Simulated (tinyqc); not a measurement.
Inside a calculation. Method: coupled-perturbed Hartree-Fock on RHF in the sto-3g basis, for OH-, spin multiplicity 1. The basis has no diffuse functions, so it cannot describe the extra electron: this is an exercise in the method, not the real anion. One step of it, computed by the program tinyqc.

Problem. Response to a field: uncoupled start. Field along z; U_ai = -mu_ai / (e_a - e_i), alpha = -4 sum U_ai mu_ai.

orbital energies (hartree): MO1 -19.480877, MO2 -0.581079, MO3 0.080864, MO4 0.197904, MO5 0.197904, MO6 1.008217

dipole integrals <a|z|i> (bohr), order a6:
$$\begin{pmatrix}
0.058525 & 0.099120 & -1.193368 & 0.000000 & 0.000000
\end{pmatrix}$$

Give: uncoupled U; uncoupled polarisability.

Solution.

uncoupled U, order a6:
$$\begin{pmatrix}
-0.0029 & -0.0624 & 1.2869 & 0.0000 & 0.0000
\end{pmatrix}$$

uncoupled polarisability = 6.1682 bohr^3
